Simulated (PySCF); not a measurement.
Work out the structure from these simulated measurements.

Formula: C3H7NO.

* 13C NMR: chemical shifts (computed TMS as zero) by class: 172.9 (1 C), 29.4 (1 C), 10.2 (1 C) ppm [GIAO PBE0/pcSseg-1]
* UV, strongest line: among the 8 lowest singlet transitions: S4 at 7.60 eV (163 nm, f = 0.133) [TDDFT CAM-B3LYP/def2-SVPD]
* Polarisability: 49.1 au [CAM-B3LYP/def2-SVPD]
* UV, first state: lowest singlet excitation: 5.80 eV (214 nm, f = 0.000) [TDDFT CAM-B3LYP/def2-SVPD]
* Triplet: lowest triplet excitation (Tamm–Dancoff): 5.32 eV [TDA CAM-B3LYP/def2-SVPD]
* 1H NMR: chemical shifts (computed TMS as zero) by class: 4.65 (1 H), 4.52 (1 H), 2.05 (2 H), 1.12 (3 H) ppm [GIAO PBE0/pcSseg-1]
* Rotational structure: rotational constants A, B, C: 9.904, 3.853, 2.873 GHz [GFN2-xTB]
* Couplings: largest of the computed one-bond spin–spin couplings (means over like bonds): 13C–1H +134.6 (×3), 13C–1H +131.1 (×2), 15N–1H -95.5, 15N–1H -94.2, 13C–13C +50.3, 13C–13C +36.9, 17O–13C +27.5, 15N–13C -16.6 Hz [B3LYP/pcJ-1, spin–dipole term left out for some pairs]

Gas-phase values; electronic properties from PySCF, density fitting. Levels stand in brackets. One conformer (not necessarily the lowest) at the GFN2-xTB geometry, without solvent, vibrations or thermal averaging. NMR values are class means; diastereotopic atoms form classes of their own.

Question: What is the compound? Reason from the data.

Answer: Numbering: `[CH3:1][CH2:2][C:3]([NH2:4])=[O:5]`. Its formula, C3H7NO, gives 1 degree of unsaturation: 0 rings and 1 π bond in the structure found. 3 carbons fall into 3 classes; from least to most shielded: amide carbonyl carbon [C3] (172.9 ppm), sp3 carbon next to a carbonyl [C2] (29.4 ppm), methyl carbon [C1] (10.2 ppm). Hydrogen classes from least to most shielded: 1 H on an amide nitrogen, N4 (4.65 ppm), 1 H on an amide nitrogen, N4 (4.52 ppm), 2 H on an sp3 carbon next to a carbonyl, C2 (2.05 ppm), 3 H on a methyl carbon, C1 (1.12 ppm, a mean of values up to 0.5 ppm apart in this geometry). The couplings run between: +134.6 Hz, methyl carbon [C1] and its hydrogen (with 2 like pairs); +131.1 Hz, sp3 carbon next to a carbonyl [C2] and its hydrogen (with 1 like pair); -95.5 Hz, amide nitrogen [N4] and its hydrogen; -94.2 Hz, amide nitrogen [N4] and its hydrogen; +50.3 Hz, sp3 carbon next to a carbonyl [C2] and amide carbonyl carbon [C3]; +36.9 Hz, methyl carbon [C1] and sp3 carbon next to a carbonyl [C2]; +27.5 Hz, amide oxygen [O5] and amide carbonyl carbon [C3]; -16.6 Hz, amide nitrogen [N4] and amide carbonyl carbon [C3]. The optimised geometry has point group Cs and is an asymmetric top. Structure: `CCC(N)=O` (propionamide). Computed isomers that give other values at the same levels: `CCNC=O` (rotational constant A: 12.743 GHz; this holds for the one conformer computed); `CNC(C)=O` (13C chemical shifts (computed TMS as zero) by class: 168.3 (1 C), 26.4 (1 C), 24.0 (1 C) ppm); `CN(C)C=O` (13C chemical shifts (computed TMS as zero) by class: 162.0 (1 C), 37.2 (1 C), 31.2 (1 C) ppm). The assignments are read from this structure; whether some other isomer fits the data as well wasn't checked.

Conformer computed: `[CH3:1][CH2:2][C:3]([NH2:4])=[O:5]`: C1–C2–C3–N4 180°, H–N4–C3–C2 0°, H–N4–C3–C2 180°.
